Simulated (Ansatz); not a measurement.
## Worked example: correlation energy of [BH₂···H···S], triplet

Geometry: a point of a hydrogen-transfer path between rigid fragments, not a stationary point.

| atom | x (Å) | y (Å) | z (Å) |
| --- | --- | --- | --- |
| B | -2.2747 | 0.0000 | 0.0000 |
| H | -2.8714 | 1.0336 | 0.0000 |
| H | -2.8714 | -1.0336 | 0.0000 |
| H | -0.8877 | 0.0000 | 0.0000 |
| S | 0.9753 | 0.0000 | 0.0000 |

Basis cc-pVDZ; Ansatz 0.2.0. Correlated methods freeze the noble-gas cores, which leaves 12 electrons in 41 orbitals. Prefix R: restricted or restricted open-shell reference; prefix U: unrestricted.

Full CI isn't at hand for all of this; UCCSDT(Q) serves as the reference, and is uncertain by about the last step of the cluster series.

Runs differ by some tens of microhartree through their thresholds and, for an open shell, their frozen cores, so steps under 0.03 kcal/mol mean nothing.

```csv
level,total energy (hartree)
UHF,-423.855649
UMP2,-424.041097
UCCSD,-424.083781
UCCSD(T),-424.087687
UCCSDT,-424.088551
UCCSDT(Q),-424.088771
```

Question: What is the correlation energy at UCCSDT(Q), and what share of it do UMP2 and UCCSD recover?

Answer: E(corr) = -424.088771 − (-423.855649) = -0.233122 hartree = -6.344 eV. UMP2: -0.185448 / -0.233122 = 79.55 %. UCCSD: -0.228132 / -0.233122 = 97.86 %.

Question: By how many kcal/mol does UCCSD(T) miss UCCSDT(Q) (1 hartree = 627.509 kcal/mol), and which steps make up the rest?

Answer: -424.087687 − (-424.088771) = 0.001084 hartree = 0.68 kcal/mol. Steps: UCCSDT − UCCSD(T) = -0.54, UCCSDT(Q) − UCCSDT = -0.14 kcal/mol. That is within 1 kcal/mol of the reference in this basis, which itself misses far more of the correlation at the basis-set limit.
